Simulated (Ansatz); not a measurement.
```yaml
crystal:
  periodic: [false, false, false]
  atoms:
    - {symbol: Al, position_ang: [-1.713169, 0.132631, -0.001770]}
    - {symbol: O, position_ang: [-0.048727, -0.056686, -0.000211]}
    - {symbol: Al, position_ang: [1.649864, -0.144722, 0.001659]}
    - {symbol: H, position_ang: [2.468082, 1.223443, 0.006302]}
basis:
  gaussian: {orbitals: def2-TZVP}
magnetization: {spin_polarized: true, initial_magnetization: 1}
hamiltonian: {xc: pbe0}
relax: {f_tol: 0.004, max_steps: 80}
```

```sh
$ ansatz run in.yaml --threads 1 --pin off --events-out ev --progress --plain --max-ram 2176MiB
```

Steps of the relaxation (energy above the last step; positions in Å, forces in eV/Å):

```
4
step 1, 11.0 meV
Al   -1.713    0.133   -0.002   -0.624    0.050   -0.001
O    -0.049   -0.057    0.000    0.705   -0.014    0.001
Al    1.650   -0.145    0.002   -0.166   -0.222   -0.001
H     2.468    1.223    0.006    0.085    0.186    0.001
```

```
4
step 2, 4.2 meV
Al   -1.719    0.135   -0.002   -0.369    0.023    0.000
O    -0.045   -0.057    0.000    0.429   -0.008    0.001
Al    1.652   -0.154    0.002   -0.084   -0.056    0.000
H     2.468    1.231    0.006    0.023    0.041    0.000
```

```
4
step 3, 1.2 meV
Al   -1.729    0.133   -0.002   -0.016   -0.015    0.000
O    -0.041   -0.054    0.000    0.026    0.026    0.000
Al    1.653   -0.156    0.002   -0.014   -0.008    0.000
H     2.473    1.232    0.006    0.004   -0.003    0.000
```

```
4
step 5, 0.6 meV
Al   -1.738    0.113   -0.002    0.017   -0.012    0.000
O    -0.045   -0.034    0.000   -0.022    0.035    0.000
Al    1.647   -0.149    0.002    0.019   -0.025    0.000
H     2.493    1.224    0.006   -0.014    0.002    0.000
```

```
4
step 7, 0.0 meV
Al   -1.744    0.089   -0.002    0.000    0.000    0.000
O    -0.048    0.001    0.000    0.001    0.000    0.000
Al    1.642   -0.148    0.002   -0.001    0.000    0.000
H     2.505    1.213    0.006    0.000    0.000    0.000
```

Close pairs at the end: Al3–H4 1.612 Å, O2–Al3 1.696 Å, Al1–O2 1.699 Å.

A stationary point of unrestricted PBE0 after 7 steps, with ⟨S²⟩ = 0.753 against 0.75 for a pure state; no frequencies were run, so it isn't proven a minimum. 29 s on 1 thread of Arm Neoverse V2, shared host.
